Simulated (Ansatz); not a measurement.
## HAlSi, singlet: the ladder up to full CI

Geometry: a point of a stretch scan, not a stationary point.

```xyz
3

Si    0.0000    0.0000    1.9616
Al    0.0000    0.0000   -0.1834
H     0.0000    0.0000   -1.7782
```

Basis 6-31G; Ansatz 0.2.0. Correlated methods freeze the noble-gas cores, which leaves 8 electrons in 18 orbitals. R marks a restricted (for open shells ROHF) determinant, U an unrestricted one. Active spaces: valence = (8e, 9o) chosen from the atoms' valence shells; pair = (2e, 2o) about the gap.

Full CI is exact within this basis and frozen core; it isn't the basis-set limit. The frozen core follows each run's orbitals, which can shift R against U totals by a few meV.

The determinant fills πx and πy unequally, so it is a mixture of Σ and Δ, which weighs on every level built on one determinant.

```
UHF ⟨S²⟩                          : 1.000
T1 diagnostic (RCCSD)             : 0.0205
largest doubles amplitude (RCCSD) : 0.150
```

```csv
level,E − E(full CI) (kJ/mol),share of correlation (%),wall time
RHF,266.3,0.00,–
UHF†,197.8,–,–
RMP2,84.3,68.35,–
UMP2†,35.2,–,–
CISD,33.7,87.36,0.51 s
RCCSD,16.9,93.64,–
UCCSD*†,-31.5,–,–
RCCSD(T),9.8,96.30,0.54 s
UCCSD(T)*†,-44.4,–,4 s
BCCD(T),10.0,96.25,0.6 s
RCCSDT*,4.2,98.41,–
UCCSDT*†,-59.6,–,–
CISDTQ,3.9,98.55,1.9 s
RCCSDT(Q)*,0.7,99.72,1.2 s
UCCSDT(Q)*†,-62.8,–,7.5 s
RCCSDTQ*,0.2,99.94,8.5 s
CASSCF (valence space),62.8,76.43,–
NEVPT2 (valence space),19.5,92.67,6 s
MRCISD (valence space),1.6,99.42,–
MRCISD+Q (valence space),0.2,99.93,8 s
```

An asterisk marks runs whose energy the program itself flagged as in doubt. A dagger marks rows that describe another state than the reference (another or a broken symmetry, a higher spin or other natural occupations), so the difference isn't the method's error.

The correlation energy at full CI, counted from RHF, is -2.760 eV. That run took 20 s on 1 thread of Arm Neoverse V1, shared host over 2,341,648 determinants.

Run but not shown, since their state or frozen core can't be matched to the reference's or they repeat it: CASSCF (pair space), NEVPT2 (pair space), MRCISD (pair space), MRCISD+Q (pair space).

Times hold each run's SCF and search for its determinant on a shared host, so for small cases they say little of a method's own cost; they ran on 1 thread of Arm Neoverse V1.

Unrestricted levels hold only the spin's projection, and here they fall towards a lower state of higher spin.

The full-CI state has the irrep A1 of C2v, in the program's axes (one component, if the state is degenerate).

Natural occupations of full CI about the gap: 1.968 1.958 1.929 0.981 0.950 0.057 0.055 0.054 0.015 0.009; effectively unpaired electrons, Σ n²(2−n)², 2.06. No single determinant describes this state well, so single-reference rows can miss without a flag.
